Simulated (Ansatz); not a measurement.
How far each method lies from full CI for GeN⁺, singlet

Geometry: that of the GeN⁺, triplet, kept fixed. The triplet lies 1.4 eV lower here.

```yaml
atoms:
  - { symbol: Ge, position_ang: [0.0000, 0.0000, 0.0000] }
  - { symbol: N, position_ang: [0.0000, 0.0000, 1.9011] }
```

Basis cc-pVDZ; Ansatz 0.2.0. Correlated methods freeze the noble-gas cores and the filled d shells of p-block atoms, which leaves 8 electrons in 26 orbitals. Prefix R: restricted or restricted open-shell reference; prefix U: unrestricted. Active spaces: valence = (8e, 8o) chosen from the atoms' valence shells. No spin–orbit coupling is included, and no scalar relativity.

Full CI is exact within this basis and frozen core; it isn't the basis-set limit. The frozen core follows each run's orbitals, which can shift R against U totals by a few meV for light atoms and by up to 0.1 eV past Ca.

The determinant fills πx and πy unequally, so it is a mixture of Σ and Δ, which weighs on every level built on one determinant.

- UHF ⟨S²⟩: 1.007
- T1 diagnostic (RCCSD): 0.0314
- largest doubles amplitude (RCCSD): 0.105

```
     level  E − E(full CI) (kcal/mol)  share of correlation (%)    wall time
       RHF                     141.24                      0.00            –
      RMP2                      35.84                     74.62            –
     RCCSD                      11.70                     91.72            –
  RCCSD(T)                       5.97                     95.77        4.8 s
   BCCD(T)                       6.04                     95.72        3.7 s
   RCCSDT*                       2.00                     98.58            –
RCCSDT(Q)*                      -0.20                    100.14          7 s
  RCCSDTQ*                       0.09                     99.94  18 s (H100)
```

An asterisk marks runs whose energy the program itself flagged as in doubt.

The correlation energy at full CI, counted from RHF, is -6.125 eV. That run took 37 s on 2 threads of AMD EPYC 7R13 with a shared H100 80 GB, shared host over 55,883,796 determinants.

Run but not shown, since their state, orbitals or frozen core can't be matched to the reference's or they repeat it: UHF, UMP2, UCCSD, UCCSD(T), UCCSDT, UCCSDT(Q), UCCSDTQ, CASSCF (valence space), NEVPT2 (valence space), MRCISD (valence space), MRCISD+Q (valence space).

Times hold each run's SCF and search for its determinant on a shared host, so for small cases they say little of a method's own cost; rows without a card ran on 1 thread of AMD EPYC 7R13. Some runs computed forces too.

More than 5 meV below full CI, which no variational method can be: RCCSDT(Q).

Unrestricted levels hold only the spin's projection, and here they fall towards a lower state of higher spin.

The full-CI state has the irrep A1 of C2v, in the program's axes (one component, if the state is degenerate).

Natural occupations of full CI about the gap: 1.967 1.941 1.901 0.981 0.968 0.058 0.057 0.054 0.011 0.011; effectively unpaired electrons, Σ n²(2−n)², 2.09. No single determinant describes this state well, so single-reference rows can miss without a flag.
